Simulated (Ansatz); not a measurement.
# C2Al: the cost of one run

Program: Ansatz 0.2.0, Gaussian basis. Level of theory: def2-QZVPP, core rule «outside noble gas», up to 7 orbitals frozen. These are calculated values, not measurements.

Plan: UHF; ROHF; CCSD(T) on UHF.

### 1 What is computed

The geometry is a PBE0/def2-TZVP stationary point (not a proven minimum) of the parent state, kept for this charge and spin.

3 atoms, charge 0, spin multiplicity 2.

Atoms are counted from 1 here; the program's logs count them from 0.

Bond lengths: C1–Al2 1.931 Å, Al2–C3 1.931 Å. Angles: C1–Al2–C3 180.0°.

### 2 UHF

Contents of in.yaml:

```yaml
crystal:
  periodic: [false, false, false]
  atoms:
    - {symbol: C, position_ang: [0.000000, 0.000000, 1.931400]}
    - {symbol: Al, position_ang: [0.000000, 0.000000, 0.000000]}
    - {symbol: C, position_ang: [0.000000, 0.000000, -1.931400]}
basis:
  gaussian: {orbitals: "def2-QZVPP.json"}
magnetization: {spin_polarized: true, initial_magnetization: 1}
hamiltonian: {xc: hf}
output: {orbitals: {seedname: orbitals}}
```

The run is started by

```
$ ansatz run in.yaml --threads 1 --pin off --events-out ev --progress --plain --max-ram 2393MiB
```

What time and memory should one allow on 1 thread of Arm Neoverse V1, shared host?

About 50 s, with a peak of 0.39 GiB.
